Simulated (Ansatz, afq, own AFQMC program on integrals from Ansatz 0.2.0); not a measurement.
CH₂⁻, doublet in aug-cc-pVDZ, levels against CCSDT(Q)

```xyz
3

C     0.0000   -0.1029    0.0000
H     0.0000    0.6132   -0.8679
H     0.0000    0.6132    0.8679
```

Basis aug-cc-pVDZ. Only valence electrons are correlated. Integrals, coupled cluster, full CI and functionals: Ansatz 0.2.0; the random walks run on the same integrals in our own AFQMC program. The CISD trial takes its coefficients from CCSD amplitudes. Released means that phaseless walkers are propagated on without the constraint, phases kept. ± is one standard error of the sampling.

Determinant: UHF, the one that the program's search chose, which needn't be the lowest solution. The geometry is a point of a scan.

No full CI on the walks' own integrals is used here; CCSDT(Q) serves as the reference and is uncertain by about the last step of the cluster series.

- T1 diagnostic: 0.0205
- weight of the determinant in the CISD state: 0.911
- ⟨S²⟩ of the determinant: 0.768
- size of the correlated space: 7 electrons in 40 orbitals

```json
{"level": "MP2", "correlation energy (eV)": "-3.9812"}
{"level": "CCSD", "correlation energy (eV)": "-4.5391"}
{"level": "CCSD(T)", "correlation energy (eV)": "-4.6973"}
```

(1) Estimate where phaseless AFQMC with a CISD trial lies against CCSD(T) on the same integrals.

(1) 0.57 ± 0.31 mEh below CCSD(T). The gap is under twice the noise, so this walk alone can't tell the two apart.

Reference: CCSDT(Q), correlation energy -4.729 eV. The released energy is read at 2.40 1/Eh (meV from the phaseless value at times in 1/Eh: -13 ± 12 at 0.24, -20 ± 11 at 0.51, -36 ± 9 at 0.99, -37 ± 14 at 1.62, -23 ± 13 at 2.40).

| level | E − E(reference) (mEh) | share of correlation (%) |
| --- | --- | --- |
| CCSD(T) | 1.18 | 99.32 |
| CCSDT | 0.37 | 99.79 |
| ph-AFQMC/HF | -1.46 ± 1.95 | 100.84 |
| ph-AFQMC/CISD | 0.61 ± 0.31 | 99.65 |
| released AFQMC | -0.24 ± 0.48 | 100.14 |

A walk keeps the symmetry of its determinant, which the program's search chose and which needn't be the lowest solution, so a lower state of the same spin and another symmetry isn't excluded. Released energies are given only where the last usable release times agree within the noise; a slower fall can still hide under it.
